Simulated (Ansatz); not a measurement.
# AlH3MgO: functionals against CCSD(T) at one geometry

One table from this session's results is given with a row withheld; the runs are named, their logs left out.

Method: single points in def2-TZVPP; program: Ansatz 0.2.0, Gaussian basis.

Correlated methods freeze the cores. The outer core shell of Li, Na, Mg and K is correlated.

### Where the work starts

6 atoms, charge 0, spin multiplicity 1.

Atoms are counted from 1 here; the program's logs count them from 0.

Bond lengths: Mg1–O2 1.865 Å, Mg1–H4 1.714 Å, O2–Al3 1.715 Å, Al3–H5 1.642 Å, Al3–H6 1.641 Å. Angles: O2–Mg1–H4 166.7°, Mg1–O2–Al3 174.0°, O2–Al3–H5 118.5°, O2–Al3–H6 120.9°, H5–Al3–H6 120.6°.

Coordinates:

```xyz
6
AlH3MgO
Mg   -1.87961   -0.28252   -0.92607
O    -0.27537    0.11520   -0.06290
Al    1.26872    0.33856    0.64839
H    -3.48027   -0.31734   -1.53898
H     2.52168    0.77628   -0.31923
H     1.49782    0.10602    2.25619
```

The first run:

The input, run/in.yaml:

```yaml
crystal:
  periodic: [false, false, false]
  atoms:
    - {symbol: Mg, position_ang: [-1.879614, -0.282523, -0.926072]}
    - {symbol: O, position_ang: [-0.275365, 0.115203, -0.062899]}
    - {symbol: Al, position_ang: [1.268715, 0.338560, 0.648394]}
    - {symbol: H, position_ang: [-3.480275, -0.317344, -1.538979]}
    - {symbol: H, position_ang: [2.521679, 0.776278, -0.319227]}
    - {symbol: H, position_ang: [1.497819, 0.106024, 2.256187]}
basis:
  gaussian: {orbitals: def2-TZVPP}
hamiltonian: {xc: pbe, dispersion: d4}
output: {forces: true}
```

Run with:

```
$ ansatz run in.yaml --threads 2 --pin off --events-out ev --progress --plain --max-ram 3481MiB
```

Steps of the session up to this table: PBE-D4/def2-TZVPP; r2SCAN-D4/def2-TZVPP; PBE0-D4/def2-TZVPP; wB97M-V/def2-TZVPP; CCSD(T)/def2-TZVPP.

One table of the session follows, with a row left open; its other results are not shown here.

```
   method  RMS force component (eV/Å)  angle to CCSD(T) forces (°)  dipole (D)
   PBE-D4                           ?                            ?           ?
r2SCAN-D4                       0.352                          7.0        1.59
  PBE0-D4                       0.366                          9.8        1.60
  wB97M-V                       0.363                          5.3        1.58
  CCSD(T)                       0.339                    reference        1.61
```

Q: Estimate the row for PBE-D4 from the others.

As computed: RMS force component (eV/Å): 0.263; angle to CCSD(T) forces (°): 10.5; dipole (D): 1.62. In the column «RMS force component (eV/Å)» it is the lowest.
